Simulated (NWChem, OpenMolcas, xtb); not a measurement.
# How methods differ on CH2F2 (difluoromethane)

CH2F2 has 5 atoms, charge 0, and is taken as a singlet. SMILES: `FCF`. The coordinates come from a PBE0-D4/def2-TZVP relaxation.

```xyz
5

F    -1.0733    0.1912    0.6983
C     0.0101   -0.0169   -0.0823
F     1.0905   -0.1792    0.7132
H    -0.1427   -0.9329   -0.6595
H     0.1653    0.8642   -0.7111
```

Each level gives the dipole moment (D). The values are calculated.

**What was measured.** NIST CCCBDB gives the dipole moment of the gas as 1.97 D.

```
                level                    kind     program  value (D)  computed − measured
             GFN0-xTB          semi-empirical         xtb       2.34                +0.37
             GFN1-xTB          semi-empirical         xtb       2.41                +0.44
       HF/aug-cc-pVDZ            Hartree–Fock      NWChem       2.18                +0.21
    SVWN5/aug-cc-pVDZ                     LDA  OpenMolcas       1.83                -0.14
   revPBE/aug-cc-pVDZ                     GGA      NWChem       1.76                -0.21
   r2SCAN/aug-cc-pVDZ                meta-GGA  OpenMolcas       1.84                -0.13
    B3LYP/aug-cc-pVDZ           global hybrid  OpenMolcas       1.92                -0.05
CAM-B3LYP/aug-cc-pVDZ  range-separated hybrid      NWChem       1.97                 0.00
```

Nearest: CAM-B3LYP/aug-cc-pVDZ (0.00 D); farthest: GFN1-xTB (+0.44 D). The measured dipole is a vibrational average, so differences of a few hundredths of a debye mean little. Computed less measured by kind, in D (aug-cc-pVDZ rows): semi-empirical +0.37 to +0.44; Hartree–Fock +0.21; LDA -0.14; GGA -0.21; meta-GGA -0.13; global hybrid -0.05; range-separated hybrid +0.00.
